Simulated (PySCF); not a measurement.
# Computed and published core binding energies of `[C-]#[N+]C(C)(C)C`

The experiment to reproduce (core binding energies): C 1s of C4/C5/C6 291.06 eV [1]; C 1s of C1 291.83 eV [1]; C 1s of C3 292.84 eV [1]; N 1s of N2 (atom 2) 406.05 eV [1]. Sources and the comparison follow the method.

C₅H₉N.
Numbering: `[C-:1]#[N+:2][C:3]([CH3:4])([CH3:5])[CH3:6]`

Structure used (GFN2-xTB), in Å, numbered top down from 1:
```
atom  x, y, z in Å
C1     0.763   -1.284    2.320
N2     0.441   -0.743    1.342
C3     0.051   -0.086    0.156
C4    -0.836    1.103    0.536
C5     1.317    0.390   -0.564
C6    -0.723   -1.085   -0.710
H7    -1.153    1.630   -0.360
H8    -1.718    0.761    1.073
H9    -0.290    1.794    1.175
H10    1.050    0.901   -1.485
H11    1.877    1.076    0.069
H12    1.957   -0.457   -0.804
H13   -1.038   -0.607   -1.634
H14   -0.096   -1.941   -0.954
H15   -1.603   -1.443   -0.181
```

Level of theory: delta-SCF UKS SCAN, pcX-2 on the ionised atom, pcseg-1 elsewhere, spin-free X2C (PySCF). These are vertical core ionisation energies against the vacuum level, from separate self-consistent calculations with and without the core hole.

| atom | environment | level | this calculation (eV) | reference (eV) | difference (eV) | source |
| --- | --- | --- | --- | --- | --- | --- |
| C4/C5/C6 | methyl carbon | C 1s | 290.96 | 291.06 | -0.10 | [1] |
| C1 | isocyanide carbon | C 1s | 291.56 | 291.83 | -0.27 | [1] |
| C3 | sp3 carbon bound to nitrogen | C 1s | 292.73 | 292.84 | -0.11 | [1] |
| N2 | isocyanide nitrogen | N 1s | 405.95 | 406.05 | -0.10 | [1] |

[1] measured, gas; Beach, A photoelectron spectroscopic study of bonding in inorganic and organometallic compounds, PhD thesis, LBL 1985

How well does this level of theory reproduce the measurements here?

Over the 4 different measured values (4 distinct lines) the mean signed difference is -0.14 eV, the mean unsigned one 0.14 eV and the largest 0.27 eV. The calculation is vertical and has no vibrational structure, and measured positions depend on the energy calibration.

The listed C 1s values span 1.77 eV, from C4/C5/C6 (bonded to C and 3 H) to C3 (bonded to N and 3 C). The widest gap between neighbouring values is 1.17 eV, between 291.56 and 292.73 eV. Summing the Pauling electronegativity differences to the bonded atoms, each weighted by its formal bond order, gives -1.05 for the lowest site and +0.49 for the highest; the largest sum, +1.47, belongs to C1, 1.17 eV below the top.

Atoms equivalent by their bonding share one computed value, that of the first of them. Geometry: GFN2-xTB; no solvent, vibrations or thermal averaging.
